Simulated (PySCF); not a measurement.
How good is the calculation?

Cartesian coordinates in Å; atom numbers follow the order of the lines, from 1:
```xyz
16

C    -2.346    0.508   -0.082
C    -1.128   -0.225    0.450
C     0.161    0.207   -0.229
C     1.378   -0.518    0.305
C     2.678   -0.112   -0.315
O     2.802    0.722   -1.170
H    -2.247    1.588    0.058
H    -3.260    0.190    0.424
H    -2.478    0.327   -1.152
H    -1.042   -0.059    1.530
H    -1.263   -1.305    0.321
H     0.088    0.041   -1.309
H     0.303    1.285   -0.108
H     1.485   -0.381    1.390
H     1.289   -1.607    0.176
H     3.570   -0.649    0.078
```

A single conformation, equivalent nuclei averaged, relativity neglected, in vacuum. Geometry: PBE0-D3(BJ)/def2-TZVP; GIAO B97-2/pcSseg-2 shieldings; PySCF 2.14.

Reference values: measured (solution, not stated per compound (mostly CDCl3 or CCl4); Pretsch, Buehlmann, Badertscher, Structure Determination of Organic Compounds, 4th ed. (2009)).
```tsv
atoms	quantity	reference	computed	computed, scaled
H14/H15	δ $^{1}$H	2.42	2.48	2.47
H12/H13	δ $^{1}$H	1.59	1.53	1.58
H10/H11	δ $^{1}$H	1.35	1.22	1.29
H7/H8/H9	δ $^{1}$H	0.93	1.02	1.10
```

Computed shifts are σ(ref) − σ with the named reference compound (TMS for H and C) calculated as an isolated molecule at the same level. The measured values may be among those fitted. Empirical linear scaling, fitted to shifts measured mostly in CDCl3 for H and C (δ vs TMS): $^{1}$H: δ = 29.81 − 0.938σ (rms 0.14 ppm, 293 shifts, 0.16 ppm with the 4 outliers that the fit left out). Occasional misses reach two or three times the rms, and more in compound classes unlike the fitted ones.

Question: How far are the unscaled $^{1}$H shifts from the references?

Answer: Mean signed difference -0.01 ppm, mean absolute 0.09 ppm over 4 comparisons; the largest is -0.13 ppm at H10/H11 (hydrogen on an sp3 CH2).
